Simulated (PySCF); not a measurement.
NO, SMILES O=[N] (connectivity only; charge and spin as stated), charge +1, multiplicity 1.

Geometry optimised at PBE-D3(BJ)/def2-TZVPD.

Two levels are set side by side: TDA-PBE/def2-TZVPD (PySCF) and TDA-M06-2X/def2-TZVPD (PySCF). Vertical, same geometry. The lowest singlet is HOMO→LUMO+1 97 % with PBE and HOMO−1→LUMO 50 %, HOMO−2→LUMO+1 50 % with the other functional; states are paired by order. Differences are taken from unrounded values.

```json
[
 {"quantity": "lowest singlet excitation (eV)", "TDA-M06-2X": "9.38", "TDA-PBE": "9.89", "TDA-PBE minus TDA-M06-2X": "0.51"},
 {"quantity": "lowest triplet excitation (TDA) (eV)", "TDA-M06-2X": "7.63", "TDA-PBE": "7.35", "TDA-PBE minus TDA-M06-2X": "-0.29"},
 {"quantity": "first bright state (f over 0.05) (eV)", "TDA-M06-2X": "16.42", "TDA-PBE": "15.63", "TDA-PBE minus TDA-M06-2X": "-0.79"},
 {"quantity": "its oscillator strength", "TDA-M06-2X": "0.16", "TDA-PBE": "0.16", "TDA-PBE minus TDA-M06-2X": "0.00"}
]
```

Rough cost on one machine, each run with all the roots and properties that it gave: TDA-M06-2X against TDA-PBE about 8 times.
